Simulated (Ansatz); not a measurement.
Born–Oppenheimer molecular dynamics of H9NSi2 (12 atoms, charge 0, multiplicity 1). It starts at the highest image of a converged band. Of that band: Neighbouring images differ by up to 1.5 eV, so the band resolves the path poorly. A vibrational analysis at the climbing image gives one clearly imaginary mode, 286i cm⁻¹: a first-order saddle point.

Theory: RKS PBE0/6-31G* (Ansatz 0.2.0).

```json
{"ensemble": "NVE (velocity Verlet)", "time step": "0.5 fs", "steps asked": "200", "starting velocities drawn for": "100 K", "seed": "2099"}
```

First frame:

```xyz
12
Properties=species:S:1:pos:R:3
Si 0.088 0.106 0.093
N -0.162 0.132 1.974
H -1.137 0.050 2.275
H 0.265 0.939 2.437
H 1.470 0.456 -0.286
H -0.751 1.327 -0.158
H -0.586 -1.012 -0.595
Si 1.537 -2.436 1.085
H 0.696 -3.684 0.958
H 2.258 -2.414 -0.244
H 2.631 -2.875 2.029
H 0.403 -0.777 2.154
```

(1) How far do the bonds stretch over the last three quarters of this one trajectory? (Pairs bonded in most of those frames.)

Results:

(1) 
```json
{"bond": "Si1–N2", "mean (Å)": "2.299", "spread (Å)": "0.371", "shortest": "1.92", "longest": "3.16"}
{"bond": "Si1–H5", "mean (Å)": "1.495", "spread (Å)": "0.018", "shortest": "1.46", "longest": "1.53"}
{"bond": "Si1–H6", "mean (Å)": "1.516", "spread (Å)": "0.017", "shortest": "1.48", "longest": "1.55"}
{"bond": "Si1–H7", "mean (Å)": "1.509", "spread (Å)": "0.023", "shortest": "1.46", "longest": "1.55"}
{"bond": "Si1–Si8", "mean (Å)": "2.531", "spread (Å)": "0.307", "shortest": "2.13", "longest": "2.98"}
{"bond": "N2–H3", "mean (Å)": "1.022", "spread (Å)": "0.019", "shortest": "0.99", "longest": "1.05"}
{"bond": "N2–H4", "mean (Å)": "1.023", "spread (Å)": "0.021", "shortest": "0.98", "longest": "1.06"}
{"bond": "N2–H12", "mean (Å)": "1.028", "spread (Å)": "0.025", "shortest": "0.99", "longest": "1.10"}
{"bond": "Si8–H9", "mean (Å)": "1.501", "spread (Å)": "0.007", "shortest": "1.49", "longest": "1.51"}
{"bond": "Si8–H10", "mean (Å)": "1.501", "spread (Å)": "0.018", "shortest": "1.47", "longest": "1.53"}
{"bond": "Si8–H11", "mean (Å)": "1.504", "spread (Å)": "0.012", "shortest": "1.48", "longest": "1.52"}
```

Mean temperature of the second half: 811 K. The conserved energy stayed within 0.089 meV per atom of its start (net change -0.03 meV per atom), so the integration is sound. The kinetic energy rose, since the run started high on the potential surface and went downhill. It ends in pieces (H3N + H6Si2), so much of that is their flight and rotation, not heat. A run of 0.1 ps of so small a system gives no equilibrium averages. The orbitals stay closed-shell, which can raise the energy where a bond breaks towards radicals; this wasn't checked here.

Time of the run: 10 min on 1 thread of Arm Neoverse V2 (shared host), peak memory 0.14 GiB.
